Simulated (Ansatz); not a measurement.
# Si₃H₆: how energies converge with the basis set

An exercise on one series of results from a longer session: the logs are not shown, and one member is left open.

Program: Ansatz 0.2.0, Gaussian basis. Level of theory: one geometry, several basis sets. These are calculated values, not measurements.

The runs, in order: PBE0-D4/def2-SVP; ωB97M-V/def2-SVP; PBE0-D4/def2-QZVPP; ωB97M-V/def2-QZVPP; the functionals' def2-TZVPP values are taken from earlier runs.

1 further run of the same task is left out (it didn't finish).

## The geometry

All runs share one geometry, relaxed beforehand with PBE0-D4 in a triple-zeta def2 set.

9 atoms, charge 0, spin multiplicity 1.

Atoms are counted from 1 here; the program's logs count them from 0.

Bond lengths: Si1–Si2 2.330 Å, Si1–Si3 2.330 Å, Si1–H4 1.484 Å, Si1–H5 1.484 Å, Si2–Si3 2.330 Å, Si2–H6 1.484 Å, Si2–H7 1.484 Å, Si3–H8 1.484 Å, Si3–H9 1.484 Å. Angles: Si2–Si1–Si3 60.0°, Si2–Si1–H4 118.5°, Si2–Si1–H5 118.5°, Si3–Si1–H4 118.5°, Si3–Si1–H5 118.5°, H4–Si1–H5 113.1°, Si1–Si2–Si3 60.0°, Si1–Si2–H6 118.6°, Si1–Si2–H7 118.5°, Si3–Si2–H6 118.6°, Si3–Si2–H7 118.5°, H6–Si2–H7 113.1°, Si1–Si3–Si2 60.0°, Si1–Si3–H8 118.6°, Si1–Si3–H9 118.5°, Si2–Si3–H8 118.6°, Si2–Si3–H9 118.4°, H8–Si3–H9 113.1°.

As a file:

```
Si   -1.1993   -0.1721   -0.5840
Si    0.9030    0.8310   -0.5505
Si    0.2969   -0.6602    1.1336
H    -1.4713   -1.2140   -1.6048
H    -2.3868    0.6614   -0.2730
H     1.9104    0.4005   -1.5511
H     0.9933    2.2743   -0.2182
H     0.9351   -1.9994    1.1601
H     0.0187   -0.1216    2.4879
```

Set-up of the first run:

in.yaml

```yaml
crystal:
  periodic: [false, false, false]
  atoms:
    - {symbol: Si, position_ang: [-1.199322, -0.172125, -0.584006]}
    - {symbol: Si, position_ang: [0.903013, 0.831029, -0.550503]}
    - {symbol: Si, position_ang: [0.296941, -0.660153, 1.133628]}
    - {symbol: H, position_ang: [-1.471341, -1.214001, -1.604798]}
    - {symbol: H, position_ang: [-2.386782, 0.661413, -0.272981]}
    - {symbol: H, position_ang: [1.910410, 0.400503, -1.551147]}
    - {symbol: H, position_ang: [0.993253, 2.274308, -0.218248]}
    - {symbol: H, position_ang: [0.935146, -1.999362, 1.160114]}
    - {symbol: H, position_ang: [0.018693, -0.121613, 2.487940]}
basis:
  gaussian: {orbitals: def2-SVP}
hamiltonian: {xc: pbe0, dispersion: d4}
output: {orbitals: {seedname: orbitals}}
```

Among the steps run: PBE0-D4 in def2-SVP; ωB97M-V in def2-SVP; PBE0-D4 in def2-QZVPP; ωB97M-V in def2-QZVPP.

One table of the session follows, with a row left open; its other results are not shown here.

It belongs to the step «Density functionals: the series». 

| functional | basis | HOMO (eV) |
| --- | --- | --- |
| PBE0-D4 | def2-SVP | ? |
| PBE0-D4 | def2-TZVPP | -6.94 |
| PBE0-D4 | def2-QZVPP | -6.94 |
| ωB97M-V | def2-SVP | -8.87 |
| ωB97M-V | def2-TZVPP | -8.86 |
| ωB97M-V | def2-QZVPP | -8.87 |

**Question.** Estimate the row for PBE0-D4, def2-SVP.

The run gave: HOMO (eV): -6.99. In the column «HOMO (eV)» it lies between ωB97M-V, def2-TZVPP (-8.86) and PBE0-D4, def2-TZVPP (-6.94).
